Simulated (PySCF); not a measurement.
Ionisation energies (eV) were calculated with PySCF 2.14 by LDA, UHF, PBE0, in another order, as differences of total energies without spin-orbit coupling. The measured values are between term centres (NIST).

```tsv
species	measured	A	B	C
Ne (x2c-TZVPPall, spin-free X2C)	21.597	22.136	21.410	19.653
Al (x2c-TZVPPall, spin-free X2C)	5.977	6.013	6.077	5.588
Al⁺ (x2c-TZVPPall, spin-free X2C)	18.829	18.950	18.707	17.559
S (x2c-TZVPPall, spin-free X2C)	10.336	10.543	10.384	9.222
Cu (x2c-TZVPPall, spin-free X2C)	7.726	8.646	7.990	6.598
Sb (x2c-TZVPPall, spin-free X2C)	9.124	9.114	9.028	8.577
Te (x2c-TZVPPall, spin-free X2C)	8.749	9.025	8.745	7.751
I (x2c-TZVPPall, spin-free X2C)	10.519	10.835	10.568	9.587
```

Question: Which column is which method?

Answer: A is LDA (mean error 0.30 eV); B is PBE0 (mean error 0.01 eV); C is UHF (mean error -1.04 eV). LDA overbinds the outer electron and comes out highest. PBE0, with a quarter of exact exchange, lies close to experiment on average. Hartree-Fock lacks the correlation of the electron removed and comes out lowest.
